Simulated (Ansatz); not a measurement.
Predict the output of the script below (the Ansatz DFT code, driven from Python).

`c2h3f2.py`
```python
import ansatz as az
import numpy as np


def main() -> None:
    molecule = (
        az.Crystal.molecule()
        .atom('C', (-0.1311, 0.5907, -0.0324))
        .atom('C', (0.1985, -0.7955, 0.0532))
        .atom('F', (-0.7746, -1.7513, -0.0466))
        .atom('F', (1.5717, -1.1268, 0.2047))
        .atom('H', (0.5156, 1.2484, 0.5131))
        .atom('H', (-1.1892, 0.8036, 0.346))
        .atom('H', (-0.1297, 0.9629, -1.0838))
    )

    job = molecule.calculation()
    job = job.basis(gaussian='6-31G*')
    job = job.functional('r2scan').spin('collinear', total=1)
    symbols = [site.symbol for site in molecule.cartesian_sites]
    start = np.array([site.position_ang for site in molecule.cartesian_sites], dtype=float)
    summary = job.relax(force_tolerance=0.01).run().report
    end = np.array(summary['positions_ang'])

    for key in ('converged', 'free_energy_ev', 'reference_energy_ev', 'n_frozen', 'n_occupied', 'n_virtual'):
        print(f'{key:22s} {summary[key]}')

    print('final positions (A) and the move of each atom')
    for symbol, xyz, old in zip(symbols, end, start):
        print(f'{symbol:2s} {xyz[0]:10.5f} {xyz[1]:10.5f} {xyz[2]:10.5f}   {np.linalg.norm(xyz - old):7.4f}')

    charges = summary['charge_distribution']
    print('dipole moment', round(4.803205 * float(np.linalg.norm(charges['dipole_moment_e_ang'])), 3), 'D')
    print('Mulliken:', [(s, round(q, 3)) for s, q in zip(symbols, charges['mulliken_charges_e'])])


if __name__ == '__main__':
    main()
```

```console
$ python c2h3f2.py
converged              True
free_energy_ev         -7551.327216587245
reference_energy_ev    -7551.327216587245
n_frozen               0
n_occupied             [17, 16]
n_virtual              [49, 50]
final positions (A) and the move of each atom
C    -0.16386    0.62124    0.00393    0.0577
C     0.18459   -0.78803    0.32898    0.2762
F    -0.65902   -1.70627   -0.17811    0.1808
F     1.45499   -1.13151    0.04611    0.1970
H     0.52072    1.30393    0.51520    0.0558
H    -1.18883    0.83548    0.31936    0.0415
H    -0.08740    0.79716   -1.08127    0.1711
dipole moment 1.774 D
Mulliken: [('C', -0.622), ('C', 0.534), ('F', -0.261), ('F', -0.261), ('H', 0.206), ('H', 0.206), ('H', 0.199)]
```

Notes:
- Total energies depend on the basis set; only differences at equal settings carry meaning.
- The end point is the stationary point reached from this start; no frequency run checks that it is a minimum, and the basis set is modest.
- The species is open-shell (spin multiplicity 2).
- Timing: 38 s on 1 thread of Arm Neoverse V2, with other jobs on the host, peak memory 0.23 GiB.

(Lines on the test bed's own set-up are left out of the output.)
